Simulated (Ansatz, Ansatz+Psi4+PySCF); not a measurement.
```xyz
2

O     0.0000    0.0000    0.5916
C     0.0000    0.0000   -0.7888
```

Basis set: cc-pVTZ (spherical functions). Correlated methods keep 2 orbitals frozen. Charge 0, multiplicity 1.

Computed with Ansatz (development build ahead of 0.2.0); each method stands on the lowest determinant of its kind that the runs found. Restricted open shells among the atoms or ions are ROHF, correlated in semicanonical orbitals with singles.

(1) Give the atomization energy at this shape (free ground-state atoms in the same class of orbitals less the molecule, no zero-point energy) of singlet CO by RHF-CCSD(T), RHF-CCSD, RHF-MP2.

## Answers

(1)

```
     method  atomization energy
RHF-CCSD(T)             8.87 eV
   RHF-CCSD             8.28 eV
    RHF-MP2             9.54 eV
```

Caution: large amplitudes, a single reference is doubtful; stretched shape with no unrestricted run beside it, a lower state can exist; the shape is not the minimum; unrestricted orbitals would lower the determinant.
